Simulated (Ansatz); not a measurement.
CaB6-type LaB₆, treated with PBEsol+SOC (Ansatz, an electronic-structure program, PAW).

Numerical settings: plane-wave cutoff 520 eV, 14×14×14 k mesh, Fermi–Dirac smearing 0.05 eV, PAW data made under PBE.

Computed at the level's own relaxed cell.

Question: Give the computed equilibrium volume per atom, bulk modulus, lattice parameter a and pressure derivative B′ of the bulk modulus.

Answer: 
- equilibrium volume per atom = 10.06 Å³/atom
- bulk modulus = 180 GPa
- lattice parameter a = 4.130 Å
- pressure derivative B′ of the bulk modulus = 3.7

The run finds no gap.

Measured, for comparison: equilibrium volume per atom 10.26 Å³/atom, lattice constant a 4.157 Å (296 K, not corrected to a static lattice; as tabulated in Tsubota and Kitagawa (2017), doi:10.1038/s41598-017-15766-y); bulk modulus 164 ± 2 GPa (room temperature, not corrected to a static lattice, isothermal; as tabulated in LaB6 under pressure, Phys. Rev. B 80, 172104 (doi 10.1103/PhysRevB.80.172104)). Computed (rounded) less measured: equilibrium volume per atom -1.9 %, bulk modulus +10 %, lattice constant a -0.6 %. A static lattice is as a rule a little smaller and stiffer than an uncorrected measurement, which narrows the difference in the equilibrium volume per atom, bulk modulus, lattice constant a and would widen misses of the other sign.

Note: the bulk modulus comes from volumes at which shape and atoms were relaxed.
